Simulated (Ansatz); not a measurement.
Results of PBE (plane waves, PAW; Ansatz, a program for electronic structure) for 1T (CdI2-type) CdI₂.

Numerical settings: plane-wave cutoff 520 eV, 12×12×6 k mesh (along the axes of the cell as run), Fermi–Dirac smearing 0.01 eV, scalar-relativistic PAW data made under PBE.

The cell is scaled about its equilibrium volume:

Shape and atoms are relaxed at each volume.

```
V (Å³/atom)  P (GPa)  direct gap at Γ (eV)  smallest gap on the k mesh (eV)  c (Å)
-----------  -------  --------------------  -------------------------------  -----
40.119          0.15                 2.521                            2.405  7.447
40.955          0.08                 2.528                            2.415  7.588
41.791          0.01                 2.537                            2.427  7.723
42.627         -0.02                 2.550                            2.435  7.868
43.462         -0.04                 2.565                            2.443  8.021
```

The fundamental gap (2.42 eV at the equilibrium volume, with added k points) lies elsewhere than Γ–Γ.

Note: for a layered or molecular solid the relaxed cell lies over 5 % above the published volume, where the minimum can be shallow; the cell comes from a level without a dispersion term, which matters for the spacing of layers, chains or molecules.

Spin–orbit coupling is not included; with these elements it can move the gap by several tenths of an eV or more.
